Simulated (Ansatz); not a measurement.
**OF2 (oxygen difluoride): entropy by statistical mechanics**

A singlet with charge 0, relaxed at PBE0-D4/def2-TZVP (Ansatz 0.2.0):

```xyz
3

F     0.9533   -0.3400    0.4883
O     0.0005    0.5639    0.0620
F    -0.9538   -0.2240   -0.5503
```

Harmonic wavenumbers in cm⁻¹: 508, 949, 1066.

Masses in u: F 18.998, O 15.999. Take T = 298.15 K, p = 1 bar, R = 8.3145 J/(mol K), kT/hc = 207.22 cm⁻¹, rigid rotor and harmonic oscillator.

Problem. Work out S° at 298 K.

Solution. 
1. Translation (Sackur–Tetrode): S = R[3/2 ln M + 5/2 ln T − 1.1517] with M = 53.995 gives 158.6 J/(mol K).
2. Rotation: principal moments 8.153, 44.922, 53.076 u Å² give A, B, C = 2.0676, 0.3753, 0.3176 cm⁻¹; the symmetry number is σ = 2; q = (√π/σ)√((kT/hc)³/ABC) = 5325; S = R(ln q + 3/2) = 83.8.
3. Vibration: with u = ν̃/207.22, each mode gives R[u/(eᵘ − 1) − ln(1 − e⁻ᵘ)]; the sum is 3.5, most from 508 cm⁻¹ (2.7), 949 cm⁻¹ (0.5), 1066 cm⁻¹ (0.3).
4. Electronic: R ln 1 = 0.0, from the spin multiplicity alone.
5. Sum: 158.6 + 83.8 + 3.5 + 0.0 = 245.9 J/(mol K).

The tabulated value is 247.5 J/(mol K) (CRC Handbook of Chemistry and Physics): the model is off by -1.6.
